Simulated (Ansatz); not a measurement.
**Basis or method: B–F bond energy of Cl–BH–F**

Cl–BH–F, singlet; coordinates (Å): Cl 0.000 -0.064 1.047; B 0.000 0.557 -0.580; F 0.000 -0.289 -1.583; H 0.000 1.729 -0.783. Quantity: B–F bond energy, to HBCl (doublet) + F.

Ansatz 0.2.0, basis cc-pVDZ or cc-pVTZ; geometries are PBE0/def2-TZVP minima. Wave-function levels freeze the cores; HF, MP2 and coupled cluster are restricted for singlets and unrestricted otherwise, atoms included, Kohn–Sham unrestricted where that lies lower. The reference is CCSDT(Q) (coupled cluster only where its series has nearly closed). Semilocal and hybrid functionals correlate all electrons outside any core potential and usually lie nearer their basis limit than the reference, so part of their error here is the reference's basis and frozen-core error; RPA and the MP2 part of double hybrids freeze the same cores as the reference. None of these values is a measured one. Energies are electronic, without zero-point terms. No spin–orbit coupling and no scalar relativity. The species are chosen: bound, without strong static correlation by their natural occupations or amplitudes, in their lowest spin state as far as vertical gaps and like structures tell, and with a ladder that closes on the reference, so errors are smaller than for species at large; levels whose determinant breaks symmetry or spin markedly are left out.

```csv
level,cc-pVDZ (kJ/mol),cc-pVTZ (kJ/mol)
reference,665.8 (CCSDT(Q)),705.8 (CCSDT(Q))
HF,519.0,544.8
CCSD(T),665.5,706.5
CCSDT,665.0,705.4
PBE,718.8,725.0
PBE0,689.4,702.3
wB97M-V,718.8,727.1
B2PLYP,690.3,712.8
```

From cc-pVDZ to cc-pVTZ the reference moves by 40.0 kJ/mol and PBE by 6.2; the step from CCSD(T) to the reference is 0.3 in the first and -0.7 in the last.
